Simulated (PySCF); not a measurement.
Below is a simulated gas-phase C 1s photoelectron spectrum of acrylamide, `C=CC(N)=O`.

Every computed line was given a Gaussian of 0.7 eV full width at half maximum and an area set by the number of equivalent atoms; the highest printed point is 100. Theory: delta-SCF UKS SCAN, pcX-2 on the ionised atom, pcseg-1 elsewhere, spin-free X2C in PySCF 2.14.0.

binding energy (eV), intensity and a bar:
```
    289.7          0 
    289.8          0 
    289.9          1 
    290.0          3 #
    290.1          7 ##
    290.2         14 ####
    290.3         25 ########
    290.4         40 ############
    290.5         58 #################
    290.6         77 #######################
    290.7         92 ############################
    290.8        100 ##############################
    290.9         99 ##############################
    291.0         90 ###########################
    291.1         74 ######################
    291.2         55 #################
    291.3         38 ###########
    291.4         23 #######
    291.5         13 ####
    291.6          6 ##
    291.7          3 #
    291.8          1 
    291.9          0 
    292.0          0 
    292.1          0 
    292.2          0 
    292.3          0 
    292.4          0 
    292.5          0 
    292.6          0 
    292.7          0 
    292.8          0 
    292.9          0 
    293.0          1 
    293.1          2 #
    293.2          5 ##
    293.3         11 ###
    293.4         18 ######
    293.5         29 #########
    293.6         40 ############
    293.7         49 ###############
    293.8         55 ################
    293.9         54 ################
    294.0         48 ##############
    294.1         38 ###########
    294.2         27 ########
    294.3         17 #####
    294.4          9 ###
    294.5          5 #
    294.6          2 #
    294.7          1 
    294.8          0
```

Q: Count the maxima, the lines and the sites behind this envelope.

A: The curve has 2 maxima (at 290.8 and 293.8 eV). Under it lie 3 lines from 3 inequivalent carbon sites. At this width some lines have no maximum of their own.

Q: Decompose the envelope and assign each component. Numbering: `[CH2:1]=[CH:2][C:3]([NH2:4])=[O:5]`.

A: 
| position (eV) | relative area | line | atoms | environment |
| --- | --- | --- | --- | --- |
| 290.72 | 1 | C 1s | C1 | terminal =CH2 carbon |
| 290.97 | 1 | C 1s | C2 | alkene CH carbon |
| 293.84 | 1 | C 1s | C3 | amide carbonyl carbon |

Q: What are the centre and the root-mean-square width of the whole band?

A: The area-weighted mean of the lines is 291.84 eV. Their own spread about it is 1.42 eV (rms) and each Gaussian has σ = 0.7/2.355 = 0.30 eV; the variances add, which gives 1.45 eV.

Lowest listed C 1s: C1, bonded to C (double bond) and 2 H. Highest, 3.12 eV above it: C3, bonded to O (double bond), N and C. Summing the Pauling electronegativity differences to the bonded atoms, each weighted by its formal bond order, gives -0.70 for the lowest site and +2.27 for the highest; no listed site has a larger sum than the highest.

Shake-up satellites, vibrational structure and lifetime widths aren't simulated. One conformer (not necessarily the lowest) at the GFN2-xTB geometry, without solvent, vibrations or thermal averaging.

Conformer computed: `[CH2:1]=[CH:2][C:3]([NH2:4])=[O:5]`: C1–C2–C3–N4 180°, H–N4–C3–C2 -1°, H–N4–C3–C2 180°.
